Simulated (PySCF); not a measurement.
Species: C2H (charge -1).
SMILES: `[C-]#C`

The closed-shell ground state was solved at several levels (PySCF, density fitting, gas phase, non-relativistic). Geometry: PBE0-D3(BJ)/def2-SVP; no solvent, vibrations or thermal averaging. The geometry's basis has no diffuse functions, a weakness for an anion. Where the HOMO energy is positive, the finite basis confines the outermost electrons. No diffuse functions stand in pcJ-1, pcSseg-1 and pcSseg-2, which bears on an anion's orbital energies.

| level | basis functions | total energy (Eh) | HOMO (eV) | LUMO (eV) | gap (eV) |
| --- | --- | --- | --- | --- | --- |
| PBE0/pcSseg-1 | 39 | -76.5964 | -0.23 | 7.42 | 7.65 |
| wB97X-D/pcSseg-2 | 86 | -76.7123 | -2.74 | 7.06 | 9.80 |
| B3LYP/def2-SVPD | 48 | -76.6598 | -0.35 | 5.54 | 5.89 |

Task: What might B3LYP/pcJ-1 (64 basis functions) give for the same quantities?

Result: Total energy -76.7140 Eh, HOMO 0.05 eV, LUMO 7.13 eV, gap 7.08 eV.

Task: Over all these levels, which gives the widest orbital gap and which the narrowest?

Result: wB97X-D/pcSseg-2 (range-separated hybrid) has the widest, 9.80 eV, and B3LYP/def2-SVPD (global hybrid, 20 % exact exchange) the narrowest, 5.89 eV. Functional and basis both differ between the two, so the spread mixes both effects.

Note: wB97X-D ran without an empirical dispersion term, which enters the total energy and its gradient alone.
